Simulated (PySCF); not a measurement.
Job file and geometry (Å, from PBE0-D3(BJ)/def2-TZVP) of an NMR shielding run on SMILES CCCC(=O)Cl, C4H7ClO, GIAO wB97X-D/pcSseg-2 NMR shielding, non-relativistic, gas phase in PySCF; density fitting, a coarse starting grid and PySCF grid level 2 are the driver's defaults:

```
$ OMP_NUM_THREADS=1 python probes_run.py task.json out

{"job": {"kind": "nmr", "xc": "wB97X-D", "basis": "pcSseg-2", "pop": false}, "charge": 0, "multiplicity": 1}
C      1.824139     0.079530     0.046100
C      0.459673    -0.420538    -0.394092
C     -0.662221     0.291456     0.338456
C     -2.024925    -0.124705    -0.117476
O     -2.301329    -0.855714    -1.000835
Cl    -3.320022     0.646358     0.857723
H      1.942927     1.145711    -0.164863
H      1.973601    -0.063756     1.119678
H      2.623143    -0.452277    -0.473421
H      0.331818    -0.279738    -1.470262
H      0.376612    -1.496614    -0.218873
H     -0.604710     1.378003     0.204346
H     -0.612495     0.132694     1.420218
```

Question: What does the program print?

Answer: 
```
coarse grid: 11400 points
cycle   1  E = -691.9427564214  dE =  8.811e-01  |g| = 8.916e-01  |ddm| = 2.348e+00
cycle   2  E = -691.7209100321  dE =  2.218e-01  |g| = 1.485e+00  |ddm| = 1.262e+00
cycle   3  E = -692.1028386918  dE = -3.819e-01  |g| = 9.436e-02  |ddm| = 7.921e-01
cycle   4  E = -692.1044707718  dE = -1.632e-03  |g| = 5.494e-02  |ddm| = 1.312e-01
cycle   5  E = -692.1050561482  dE = -5.854e-04  |g| = 9.859e-03  |ddm| = 4.227e-02
cycle   6  E = -692.1050869737  dE = -3.083e-05  |g| = 3.351e-03  |ddm| = 1.593e-02
cycle   7  E = -692.1050912639  dE = -4.290e-06  |g| = 9.664e-04  |ddm| = 4.936e-03
final grid: 105392 points
cycle   8  E = -692.1125943593  dE = -2.650e-04  |g| = 6.981e-03  |ddm| = 6.288e-02
cycle   9  E = -692.1125978090  dE = -3.450e-06  |g| = 6.179e-03  |ddm| = 1.242e-02
cycle  10  E = -692.1126059451  dE = -8.136e-06  |g| = 1.279e-03  |ddm| = 4.748e-03
cycle  11  E = -692.1126061114  dE = -1.663e-07  |g| = 8.029e-04  |ddm| = 1.319e-03
cycle  12  E = -692.1126062375  dE = -1.261e-07  |g| = 1.392e-04  |ddm| = 4.818e-04
cycle  13  E = -692.1126062425  dE = -5.002e-09  |g| = 4.228e-05  |ddm| = 1.810e-04
cycle  14  E = -692.1126062433  dE = -7.785e-10  |g| = 1.642e-05  |ddm| = 6.807e-05
converged SCF energy = -692.1126062433

GIAO shielding tensors (ppm)
atom      isotropic    diamagn.    paramagn.     s11        s22        s33       span
  0 C      171.216     239.050     -67.834    161.811    164.627    187.208     25.397
  1 C      164.407     242.167     -77.761    155.778    164.486    172.956     17.178
  2 C      132.291     247.719    -115.428    102.229    111.241    183.403     81.174
  3 C       -5.031     252.078    -257.109   -117.890     42.200     60.596    178.486
  4 O     -252.379     395.609    -647.988   -635.201   -376.696    254.761    889.961
  5 Cl     478.864    1145.532    -666.668     78.380    350.838   1007.375    928.996
  6 H       30.888      29.804       1.084     26.870     28.916     36.877     10.007
  7 H       30.876      29.786       1.090     26.777     29.021     36.830     10.053
  8 H       30.425      28.397       2.029     25.844     27.805     37.627     11.783
  9 H       29.952      31.843      -1.891     25.050     29.708     35.100     10.050
 10 H       30.086      31.712      -1.626     25.375     29.663     35.219      9.845
 11 H       28.837      31.618      -2.781     24.879     29.223     32.411      7.532
 12 H       28.784      31.728      -2.944     24.578     28.933     32.842      8.264
```

Question: Turn these shieldings into chemical shifts. Chemical shifts δ = σref − σ; 13C (186.29 ppm), 1H (31.63 ppm) against TMS; H2O for 17O (328.24 ppm); 35Cl (940.66 ppm) vs HCl, all at this level.

Answer: Averaging equivalent atoms: C 3: 191.3; C 2: 54.0; C 1: 21.9; C 0: 15.1; O 4: 580.6; Cl 5: 462; H 11/12: 2.82; H 9/10: 1.61; H 6/7/8: 0.90 ppm. Unscaled 17O shifts of doubly bonded oxygen tend to come out too high, by tens of ppm or more. Experimental scales use liquid or dissolved standards, which lie at an offset from isolated H2O (liquid H2O: subtract about 36 ppm).

Size and cost of the density-fitted run: 321 basis functions, 43 s wall time on 1 thread of an AMD EPYC 9R14, shared host; peak memory 1.4 GiB.
